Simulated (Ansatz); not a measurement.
This Ansatz (an electronic-structure program) input (PBE/def2-SVPD) gives -499.69323 Eh with 71 basis functions.

Ansatz 0.2 input:
```yaml
crystal:
  periodic: [false, false, false]
  atoms:
    - {symbol: C, position_ang: [0.00819413, 0.01326082, -1.13371283]}
    - {symbol: Cl, position_ang: [-0.00477402, -0.00772595, 0.66051769]}
    - {symbol: H, position_ang: [0.01747178, 1.04777215, -1.46340501]}
    - {symbol: H, position_ang: [0.89974992, -0.50396843, -1.47517859]}
    - {symbol: H, position_ang: [-0.88522815, -0.49202752, -1.48794019]}
basis:
  gaussian:
    orbitals: def2-SVPD
hamiltonian:
  xc: {name: PBE}
magnetization: {spin_polarized: false}
```

Change:
```diff
- orbitals: def2-SVPD
+ orbitals: def2-TZVPP
```

Problem. What does the run give now?

Solution. -499.89089 Eh (PBE/def2-TZVPP, 115 functions), a change of -197.66 mEh.
